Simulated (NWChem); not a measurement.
# Correlation energy of B (+1)

```
B
```
Charge +1, spin multiplicity 1.

The numbers come from NWChem runs, not from measurements.

Basis set: cc-pVDZ. Each correlation energy counts from its own Hartree-Fock reference.

| method | correlation energy (mHa) |
|---|---|
| MP2 | -32.5 |
| SCS-MP2 | -39.0 |
| RI-MP2 | -32.5 |
| CCSD | -58.5 |
| CR-CCSD[T] | -58.5 |
| CR-CCSD(T) | -58.5 |
| CCSDT | -58.5 |

The values span 26.0 mHa, from CCSD (lowest) to RI-MP2 (highest). 

The correlated methods keep 1 core orbital frozen. Coupled-cluster values serve here as a point of comparison, not as the truth.
